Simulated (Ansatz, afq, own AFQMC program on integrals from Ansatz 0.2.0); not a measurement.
BSiH3, singlet: AFQMC among the cluster methods

```json
{"atom": "Si", "x (Å)": "0.0000", "y (Å)": "0.0000", "z (Å)": "1.3499"}
{"atom": "B", "x (Å)": "0.0000", "y (Å)": "0.0000", "z (Å)": "-3.4671"}
{"atom": "H", "x (Å)": "0.0000", "y (Å)": "1.2660", "z (Å)": "2.1108"}
{"atom": "H", "x (Å)": "0.0000", "y (Å)": "-1.2660", "z (Å)": "2.1108"}
{"atom": "H", "x (Å)": "0.0000", "y (Å)": "0.0000", "z (Å)": "-4.6465"}
```

Connectivity, by distances: SiH2 ··· BH.

Basis cc-pVDZ. Only valence electrons are correlated. Integrals, coupled cluster, full CI and functionals: Ansatz 0.2.0; the random walks run on the same integrals in our own AFQMC program. ph-AFQMC/CISD is guided by a CISD state made of CCSD amplitudes; releasing the constraint for a short imaginary time cuts its bias at the price of noise, slowly where states lie close. Uncertainties: one standard error, sampling alone.

Determinant: RHF, the one that the program's search chose, which needn't be the lowest solution. The geometry is a point of a scan.

No full CI on the walks' own integrals is used here; CCSDT(Q) serves as the reference and is uncertain by about the last step of the cluster series.

Cautions: higher spins were not checked; restricted determinant unstable towards unrestricted (UHF 581 meV lower, ⟨S²⟩ 1.19).

* T1 diagnostic: 0.0132
* weight of the determinant in the CISD state: 0.833
* size of the correlated space: 10 electrons in 41 orbitals

| level | correlation energy (eV) |
| --- | --- |
| MP2 | -4.0466 |
| CCSD | -5.5855 |
| CCSD(T) | -5.6881 |

(1) Estimate where AFQMC with the constraint released lies against CCSD(T) on the same integrals.

(1) 1.47 ± 0.56 kcal/mol below CCSD(T).

Reference: CCSDT(Q), correlation energy -5.722 eV. The released energy is read at 1.62 1/Eh, later times being too noisy (meV from the phaseless value at times in 1/Eh: -12 ± 18 at 0.24, -34 ± 23 at 0.51, 7 ± 18 at 0.99, -35 ± 24 at 1.62, 8 ± 43 at 2.40).

```tsv
level	E − E(reference) (kcal/mol)	share of correlation (%)
CCSD(T)	0.79	99.40
CCSDT	0.09	99.93
ph-AFQMC/CISD	0.13 ± 0.30	99.90
released AFQMC	-0.68 ± 0.56	100.51
```

A walk keeps the symmetry of its determinant, which the program's search chose and which needn't be the lowest solution, so a lower state of the same spin and another symmetry isn't excluded. Released energies are given only where the last usable release times agree within the noise; a slower fall can still hide under it.
